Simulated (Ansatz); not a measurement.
`NC(F)(F)S` + H₂ → `NC(F)S` + H–F  (hydrogenolysis of a C–F bond)

Calculated with Ansatz (gas phase, PBE0-D4/def2-TZVP geometries, no zero-point term in ΔE). CCSD(T)/CBS adds triple-zeta CCSD(T) − MP2 to the extrapolated MP2 energy (def2 sets, frozen cores). This one scheme is used for every species. DFT in def2-TZVPP. HSE06 is defined as in plane-wave codes. Each species was taken in one conformer, which may not be the lowest.

Is it downhill or uphill in electronic energy at CCSD(T)/CBS, and by how much? (Best estimate.)

The calculation gave: Downhill: ΔE = -0.66 eV.

What do these levels give: r2SCAN-D4, BHLYP-D4, CAM-B3LYP-D4, BLYP, r2SCAN0, HSE06, LC-ωPBE, RPA@PBE/def2-TZVPP, CCSD(T)/def2-SVP, CCSD/def2-TZVPP, SCS-MP2/def2-QZVPP, CCSD/CBS(def2)? (Best estimate.)

Computed: r2SCAN-D4 -0.44, BHLYP-D4 -0.59, CAM-B3LYP-D4 -0.53, BLYP -0.56, r2SCAN0 -0.52, HSE06 -0.59, LC-ωPBE -0.58, RPA@PBE/def2-TZVPP -0.58, CCSD(T)/def2-SVP -0.35, CCSD/def2-TZVPP -0.65, SCS-MP2/def2-QZVPP -0.68, CCSD/CBS(def2) -0.70 eV.

What do rigid-rotor, harmonic-oscillator terms from PBE0-D4/def2-TZVP frequencies (298.15 K, 1 bar) make of the CCSD(T)/CBS value? (Best estimate.)

The calculation gave: ΔZPE = +0.21 eV, ΔH = -0.47 eV, ΔS = 29 J/(mol·K), ΔG = -0.56 eV.

Largest T1 diagnostic among the species: 0.012.

Leaving LDA and LC-ωPBE aside and taking each functional with its dispersion term where it has one, the values, not all of them listed here, spread over 0.18 eV, from PBE-QIDH to r2SCAN-D4. LDA lies +0.11 eV from PBE without D4. From BLYP to BHLYP (50 % exact exchange), in def2-TZVPP and without D4, ΔE moves by −0.05 eV.
